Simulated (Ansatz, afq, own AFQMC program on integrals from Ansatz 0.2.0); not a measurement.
# BSiH3, singlet: AFQMC among the cluster methods

```xyz
5

Si    0.0066    0.0000    0.6352
B     0.0799    0.0000   -1.1814
H    -0.6585   -0.9412   -0.6332
H    -0.6585    0.9412   -0.6332
H     0.2766    0.0000   -3.7629
```

Connectivity, by distances: Si–B ··· H, 2 bridging H.

Basis cc-pVDZ. Noble-gas cores (and the filled d shells of Ga–Kr and In–Xe) are frozen. AFQMC by an in-house program on the Cholesky factors that Ansatz 0.2.0 writes for its CCSD(T) run. The CISD trial takes its coefficients from CCSD amplitudes. Released means that phaseless walkers are propagated on without the constraint, phases kept. Uncertainties: one standard error, sampling alone.

Determinant: RHF, the one that the program's search chose, which needn't be the lowest solution. The geometry is a point of a scan.

No full CI on the walks' own integrals is used here; CCSDT(Q) serves as the reference and is uncertain by about the last step of the cluster series.

Cautions: higher spins were not checked; restricted determinant unstable towards unrestricted (UHF 1.65 eV lower, ⟨S²⟩ 0.97); strong correlation (T1 0.037, weight of the determinant 0.74, largest double 0.35); (T) is large, 6 % of the CCSD correlation.

The T1 diagnostic is 0.0370. The weight of the determinant in the CISD state is 0.739 and the size of the correlated space is 10 electrons in 41 orbitals.

| level | correlation energy (eV) |
| --- | --- |
| MP2 | -5.7672 |
| CCSD | -7.2161 |
| CCSD(T) | -7.6740 |

Question: Estimate where AFQMC with the constraint released lies against CCSD(T) on the same integrals.

Answer: 16.4 ± 45.6 meV below CCSD(T). The gap is under twice the noise, so this walk alone can't tell the two apart.

Reference: CCSDT(Q), correlation energy -7.725 eV. The released energy is read at 2.40 1/Eh (meV from the phaseless value at times in 1/Eh: 5 ± 32 at 0.24, 2 ± 28 at 0.51, -23 ± 32 at 0.99, 6 ± 35 at 1.62, -18 ± 46 at 2.40).

```
         level  E − E(reference) (meV)  share of correlation (%)
       CCSD(T)                    50.6                     99.34
         CCSDT                    31.0                     99.60
   ph-AFQMC/HF            449.7 ± 73.5                     94.18
 ph-AFQMC/CISD             52.3 ± 32.8                     99.32
released AFQMC             34.2 ± 45.6                     99.56
```

A walk keeps the symmetry of its determinant, which the program's search chose and which needn't be the lowest solution, so a lower state of the same spin and another symmetry isn't excluded. Released energies are given only where the last usable release times agree within the noise; a slower fall can still hide under it.
